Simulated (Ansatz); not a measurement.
Ansatz (a quantum-chemistry and plane-wave program) input (RI-MP2/cc-pVQZ):
A basis named .json is the Basis Set Exchange file of that set.

Ansatz 0.2 input:
```yaml
crystal:
  periodic: [false, false, false]
  atoms:
    - {symbol: O, position_ang: [0.04506196, -0.76326742, -0.00033480]}
    - {symbol: C, position_ang: [0.02554004, 0.62401008, 0.00008452]}
    - {symbol: C, position_ang: [1.39881450, -1.38514142, -0.00460205]}
    - {symbol: C, position_ang: [-1.41891819, 1.12299125, 0.00459498]}
    - {symbol: H, position_ang: [0.56425370, 1.02806812, 0.88086636]}
    - {symbol: H, position_ang: [0.55890179, 1.02852619, -0.88373893]}
    - {symbol: H, position_ang: [1.91752030, -0.92164996, -0.88283989]}
    - {symbol: H, position_ang: [1.92283869, -0.92210516, 0.87071378]}
    - {symbol: H, position_ang: [-1.94842248, 0.75240963, -0.87706723]}
    - {symbol: H, position_ang: [-1.94306535, 0.75195111, 0.88926030]}
    - {symbol: H, position_ang: [-1.46514037, 2.21777999, 0.00501936]}
basis:
  gaussian:
    orbitals: cc-pVQZ
    fitting: {mean_field: def2-universal-jkfit, correlation: cc-pVQZ-RIFIT.json}
total_charge: -1
magnetization: {spin_polarized: false}
correlation: {method: mp2, electrons: outside_noble_gas}
```

Output:

```
Functional definition: HF
integrals: 0.63 GiB planned
428 factors; integrals over basis functions are off by at most 4.3e0 eV
mean field: 1.46 GiB planned
mean field evaluation 1: about -5235.7146 eV, gradient 2.8e1 eV
mean field evaluation 2: about -5237.8461 eV, gradient 1.1e1 eV
mean field evaluation 4: about -5238.1953 eV, gradient 8.4e-1 eV
mean field evaluation 8: about -5238.2010 eV, gradient 2.5e-6 eV
mean field -5238.20099137 eV, -192.5003358527 hartree, gradient 2.5e-6 eV, S^2 0.000000; 0 other end points of the search recorded, 0 dependent functions left out
4 core orbitals not correlated
913 factors; their error is unknown
reference -5238.20099137 eV, -192.5003358527 hartree; 13, 13 occupied and 413, 413 virtual orbitals, 913 factors
second order -22.85020699 eV of doubles, -0.00000000 eV of singles
Total energy: -5261.05119837 eV, -193.3400654713 hartree
```

It need not be the lowest isomer of its formula. Whether it binds its extra electron was not tested at this geometry.
